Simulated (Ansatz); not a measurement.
# H3NSi2: the cost of one run

Program: Ansatz 0.2.0. Level of theory: RKS B3LYP-D4/def2-SVP. These are calculated values, not measurements.

### 1 The system as given

Bond lengths: N1–Si2 1.756 Å, Si2–Si3 2.181 Å, N1–H4 1.009 Å, N1–H5 1.008 Å, Si3–H6 1.506 Å. Angles: N1–Si2–Si3 108.4°, Si2–N1–H4 121.8°, Si2–N1–H5 120.7°, H4–N1–H5 110.0°, Si2–Si3–H6 172.3°.

As a file:

```xyz
6

N    -1.0499    0.2757   -0.9054
Si    0.5374   -0.4588   -1.0642
Si    1.4872   -0.4802    0.8986
H    -1.7734   -0.1407   -0.3391
H    -1.1576    1.2782   -0.9198
H     1.9563   -0.4742    2.3299
```

### 2 End point A

Input file input.yaml:

```yaml
crystal:
  periodic: [false, false, false]
  atoms:
    - { symbol: "N", position_ang: [-1.04988, 0.27567, -0.90539] }
    - { symbol: Si, position_ang: [0.53737, -0.45881, -1.06422] }
    - { symbol: Si, position_ang: [1.48725, -0.4802, 0.89858] }
    - { symbol: H, position_ang: [-1.77345, -0.14072, -0.33906] }
    - { symbol: H, position_ang: [-1.15761, 1.27824, -0.91981] }
    - { symbol: H, position_ang: [1.95632, -0.47418, 2.3299] }
basis:
  gaussian: { orbitals: def2-SVP }
hamiltonian:
  xc: b3lyp
  dispersion: d4
relax:
  f_tol: 0.02
  max_steps: 50
output:
  orbitals: {}
```

On the command line:

```console
$ ansatz run input.yaml --threads 1 --pin off --max-ram 2048MiB --backend cpu --events-out ev --progress --plain --runs-dir out
```

What time and memory should one allow on 1 thread of an Arm CPU, shared host?

About 60 s, with a peak of 0.11 GiB.
